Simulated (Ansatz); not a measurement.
# How methods differ on SO2 (sulfur dioxide)

SO2: 3 atoms, total charge 0, spin state singlet. SMILES: `O=S=O`. Geometry: optimised at B3LYP/def2-SVP.

```xyz
3

O    -0.9956    0.6579   -0.4697
S     0.2772    0.3675    0.1921
O     0.7184   -1.0254    0.2776
```

Quantity: the adiabatic electron affinity (to the doublet anion, shapes relaxed at B3LYP/def2-SVP, no zero-point term), in eV. The values are calculated.

The electron affinity is E(neutral) − E(anion): positive where the electron is bound.

| level | kind | program | value (eV) | CPU time (all runs) |
| --- | --- | --- | --- | --- |
| BLYP/def2-TZVPP | GGA | Ansatz | 0.85 | 2.8 s |
| PBE/def2-TZVPP | GGA | Ansatz | 0.89 | 3.1 s |
| r2SCAN/def2-TZVPP | meta-GGA | Ansatz | 0.99 | 7.5 s |
| B3LYP/def2-TZVPP | global hybrid | Ansatz | 1.09 | 4.1 s |
| PBE0-D4/def2-TZVPP | global hybrid | Ansatz | 1.02 | 3.7 s |
| wB97M-V/def2-TZVPP | range-separated hybrid | Ansatz | 0.85 | 13 s |
| B2PLYP/def2-TZVPP | double hybrid | Ansatz | 0.82 | 6.7 s |
| RPA@PBE/def2-TZVPP | RPA | Ansatz | 0.88 | 5.6 s |

The values span 0.82 to 1.09 eV. CPU times are rough (shared hosts, several kinds of processor): they show what a rung costs within a factor of a few.
